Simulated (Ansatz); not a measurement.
Input file:

```yaml
crystal:
  periodic: [false, false, false]
  atoms:
    - {symbol: Ge, position_ang: [0.000000, -0.030265, 0.000000]}
    - {symbol: H, position_ang: [0.000000, 1.090584, -1.133489]}
    - {symbol: H, position_ang: [0.000000, 1.090579, 1.133493]}
basis:
  gaussian: {orbitals: STO-3G}
correlation: {method: sc_nevpt2, electrons: valence, active_space: {window: {electrons: 2, orbitals: 2}, states: [{multiplicity: 1, weights: [1, 1]}], root: 5}}
scf: {lower_state_search: full}
```

```sh
$ ansatz run in.yaml --threads 1 --pin off --events-out ev --progress --plain --max-ram 2393MiB
```

Question: What does the program do with this input?

Answer: Refused. The input was made wrong on purpose (root beyond the states), so the run isn't a sound calculation of what was asked.
```
Error: the active space averages no state 5, counted from zero
```
